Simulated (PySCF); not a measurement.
## Stretching NaS⁺

Set-up: PySCF, spin-free X2C with a Gaussian nucleus, basis sets Na jorge-DZP-DKH, S jorge-DZP-DKH. Energies in eV from Na⁺ + S in their ground configurations at the same level. State: ³Σ⁻ (triplet), unpaired electrons π ↑↑.

| R (Å) | M06 | PBE |
| --- | --- | --- |
| 2.491 | -0.2611 | -0.3945 |
| 2.606 | -0.3831 | -0.5057 |
| 2.722 | -0.4527 | -0.5635 |
| 2.809 | -0.4808 | -0.5826 |
| 2.896 | -0.4956 | -0.5871 |
| 2.983 | -0.4992 | -0.5812 |
| 3.099 | -0.4924 | -0.5621 |
| 3.244 | -0.4720 | -0.5274 |
| 3.417 | -0.4369 | -0.4784 |
| 3.649 | -0.3816 | -0.4109 |

Question: Put a parabola through the three lowest points of the M06 curve and estimate Re, k and ωe (reduced mass 13.37 u; 1 eV/Å² = 0.16022 mdyn/Å; ωe = 1302.8·√(k/μ) cm⁻¹).

Answer: Through R = 2.896, 2.983, 3.099 Å the second-order coefficient is 0.493 eV/Å², so Re ≈ 2.982 Å, k ≈ 0.158 mdyn/Å and ωe ≈ 142 cm⁻¹. A polynomial fit of higher order to the unrounded M06 energies gives Re = 2.978 Å, k = 0.166 mdyn/Å, ωe = 145 cm⁻¹; anharmonicity and rounding make the difference.

The higher-order fit for each curve: M06: Re = 2.978 Å, ωe = 145 cm⁻¹, De = 0.499 eV; PBE: Re = 2.885 Å, ωe = 171 cm⁻¹, De = 0.59 eV.

For an ion De counts to the pair picked by the measured ionisation energies or electron affinities, which need not be the lowest pair at this level. The state is the lowest determinant that a PBE0 search found; another state may lie lower at other levels.
